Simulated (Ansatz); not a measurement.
**[OH···H···GeH3], doublet: transfer scan**

Starting geometry:

```yaml
atoms:
  - { symbol: O, position_ang: [-2.6235, -0.0100, 0.0000] }
  - { symbol: H, position_ang: [-2.8728, 0.9166, 0.0000] }
  - { symbol: H, position_ang: [-1.6640, -0.0100, 0.0000] }
  - { symbol: Ge, position_ang: [0.5965, -0.0100, 0.0000] }
  - { symbol: H, position_ang: [1.0651, -1.4759, 0.0000] }
  - { symbol: H, position_ang: [1.0651, 0.7230, -1.2695] }
  - { symbol: H, position_ang: [1.0651, 0.7230, 1.2695] }
```

From there atom H3 is moved from one fragment to the other while all else, the fragments' distance too, stays fixed, so the hump isn't the reaction's barrier; atoms are numbered as listed. Energies are in kJ/mol, counted from the starting geometry at the same level.

Basis cc-pVDZ; Ansatz 0.2.0. Correlated methods freeze the noble-gas cores and the filled d shells of p-block atoms. R marks a restricted (for open shells ROHF) determinant, U an unrestricted one. No spin–orbit coupling is included, and no scalar relativity.

For open shells CISD is restricted-active-space CI with the open shells as a complete middle space.

Full CI isn't at hand for all of this; UCCSDT(Q) serves as the reference, and is uncertain by the last step of the cluster series or more.

```
distance O1-H3 (Å)   CISD
             0.892   12.8
             0.960    0.0
             1.064   22.8
             1.168   68.2
             1.273  114.1
             1.377  147.7
             1.481  143.5
             1.586  128.5
             1.690  119.7
```

Q: Estimate the UCCSDT(Q) curve in cc-pVDZ from this one, knowing how CISD errs.

A: The computed UCCSDT(Q) values, in kJ/mol from the starting point, and the error of CISD against them:
```
distance O1-H3 (Å)  UCCSDT(Q)  CISD less UCCSDT(Q)
             0.892       15.4                 -2.6
             0.960        0.0                  0.0
             1.064       18.2                  4.6
             1.168       58.0                 10.2
             1.273       98.1                 16.0
             1.377      123.6                 24.1
             1.481      130.6                 12.9
             1.586      126.5                  2.0
             1.690      124.3                 -4.6
```

The error spans 28.7 kJ/mol and is largest, 24.1 kJ/mol, at 1.377 Å.
